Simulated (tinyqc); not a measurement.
G0W0 on RHF in the sto-3g basis, for OH-, spin multiplicity 1, step by step. The basis has no diffuse functions, so it cannot describe the extra electron: this is an exercise in the method, not the real anion. One step of it, computed by the program tinyqc.

Task: Orthogonalisation. S = U s U^T; symmetric (Loewdin) form X = U s^(-1/2) U^T, so that X^T S X = 1.

overlap S, order 1O 1s, 1O 2s, 1O 2px, 1O 2py, 1O 2pz, 2H 1s:
```
[[1.000000, 0.236704, 0.000000, 0.000000, 0.000000, 0.031629],
 [0.236704, 1.000000, 0.000000, 0.000000, 0.000000, 0.340226],
 [0.000000, 0.000000, 1.000000, 0.000000, 0.000000, 0.000000],
 [0.000000, 0.000000, 0.000000, 1.000000, 0.000000, 0.000000],
 [0.000000, 0.000000, 0.000000, 0.000000, 1.000000, 0.309181],
 [0.031629, 0.340226, 0.000000, 0.000000, 0.309181, 1.000000]]
```

Give: eigenvalues of S; X.

Result:

eigenvalues of S: [0.5151, 0.8407, 1.0000, 1.0000, 1.1366, 1.5076]

X, order 1O 1s, 1O 2s, 1O 2px, 1O 2py, 1O 2pz, 2H 1s:
```
[[1.0227, -0.1287, 0.0000, 0.0000, -0.0053, 0.0184],
 [-0.1287, 1.0761, 0.0000, 0.0000, 0.0481, -0.2015],
 [0.0000, 0.0000, 1.0000, 0.0000, 0.0000, 0.0000],
 [0.0000, 0.0000, 0.0000, 1.0000, 0.0000, 0.0000],
 [-0.0053, 0.0481, 0.0000, 0.0000, 1.0426, -0.1794],
 [0.0184, -0.2015, 0.0000, 0.0000, -0.1794, 1.0950]]
```
